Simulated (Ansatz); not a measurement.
AsH₄⁻, singlet in aug-cc-pVDZ: errors against RCCSDT(Q)

Geometry: displaced at random from a stationary point.

```xyz
5

As    0.0366    0.0025    0.0006
H    -0.3746    0.0108    1.8421
H    -1.0574   -1.1610    0.0040
H    -0.9743    1.0626    0.0222
H    -0.3179   -0.0960   -1.9107
```

Basis aug-cc-pVDZ; Ansatz 0.2.0. Correlated methods freeze the noble-gas cores and the filled d shells of p-block atoms, which leaves 10 electrons in 58 orbitals. R marks a restricted (for open shells ROHF) determinant. Active spaces: valence = (10e, 8o) chosen from the atoms' valence shells. No spin–orbit coupling is included, and no scalar relativity.

Full CI isn't at hand for all of this; RCCSDT(Q) serves as the reference, and is uncertain by about the last step of the cluster series.

```
UHF ⟨S²⟩                          : 0.000
T1 diagnostic (RCCSD)             : 0.0187
largest doubles amplitude (RCCSD) : 0.094
```

```
                   level  E − E(RCCSDT(Q)) (kcal/mol)  share of correlation (%)  wall time
                     RHF                       135.03                      0.00          –
                    RMP2                        27.66                     79.52          –
                    CISD                        15.66                     88.40      3.2 s
                   RCCSD                         5.22                     96.13          –
                RCCSD(T)                         0.89                     99.34      4.9 s
                 BCCD(T)                         0.88                     99.35      2.2 s
                  RCCSDT                         0.21                     99.84          –
  CASSCF (valence space)                       101.86                     24.57          –
  NEVPT2 (valence space)                        28.26                     79.07        8 s
  MRCISD (valence space)                         9.12                     93.25          –
MRCISD+Q (valence space)                         0.89                     99.34       12 s
```

The correlation energy at RCCSDT(Q), counted from RHF, is -5.855 eV. That run took 61 s on 1 thread of Arm Neoverse V1, shared host.

Times hold each run's SCF and search for its determinant on a shared host, so for small cases they say little of a method's own cost; they ran on 1 thread of Arm Neoverse V1. Some runs computed forces too.

Natural occupations of CASSCF (valence space) about the gap: 1.997 1.994 1.978 1.968 1.957 0.045 0.036 0.024; effectively unpaired electrons, Σ n²(2−n)², 0.03.
